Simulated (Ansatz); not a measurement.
The cluster C3⁻. Charge -1, multiplicity 2. Geometry PBE0-D4/def2-TZVPD.

```xyz
3

C     0.000    0.000    0.000
C     1.286    0.189    0.073
C    -1.286   -0.189   -0.073
```

At HF/def2-TZVPD the charge -1 doublet is spin-contaminated (final ⟨S²⟩ up to 0.87, 0.75 for a pure state). At PBE-D4/def2-SVPD, BLYP-D4/def2-TZVPD, r2SCAN-D4/def2-TZVPD, PBE0-D4/def2-TZVPD the highest occupied level of the charge -1 doublet lies above zero (up to 1.44 eV). By energy differences its removal costs 1.88 eV (vertical, to the charge 0 singlet, at CCSD(T)/def2-TZVPPD). The structure comes from a short search, and lower isomers may exist.

Q: Estimate the α-spin orbital energies around the gap (eV) in Ansatz with HF/def2-TZVPD, PBE-D4/def2-SVPD, BLYP-D4/def2-TZVPD, r2SCAN-D4/def2-TZVPD, PBE0-D4/def2-TZVPD.

A: 
```tsv
orbital	HF/def2-TZVPD	PBE-D4/def2-SVPD	BLYP-D4/def2-TZVPD	r2SCAN-D4/def2-TZVPD	PBE0-D4/def2-TZVPD
HOMO−9	-300.81	-264.22	-264.69	-268.27	-273.46
HOMO−8	-300.81	-264.22	-264.69	-268.27	-273.46
HOMO−7	-298.82	-263.16	-263.55	-266.95	-272.04
HOMO−6	-22.70	-13.11	-13.29	-14.51	-16.04
HOMO−5	-18.77	-10.20	-10.36	-11.36	-12.77
HOMO−4	-7.67	-2.23	-2.23	-2.75	-3.85
HOMO−3	-7.27	-2.22	-2.19	-2.52	-3.51
HOMO−2	-6.43	-1.63	-1.80	-2.38	-3.34
HOMO−1	-5.26	-0.77	-0.90	-1.33	-2.46
HOMO	-3.27	1.44	1.42	0.90	0.07
LUMO	6.10	1.70	1.74	1.75	2.56
LUMO+1	6.26	5.45	4.36	5.09	4.81
LUMO+2	7.07	7.14	5.25	6.31	5.73
LUMO+3	7.45	7.51	5.79	6.80	6.24
LUMO+4	10.22	7.55	7.07	7.47	7.95
LUMO+5	10.82	7.55	7.10	7.60	8.13
β HOMO	-5.32	-0.46	-0.62	-0.94	-2.08
β LUMO	6.15	2.02	1.99	1.97	2.88
```
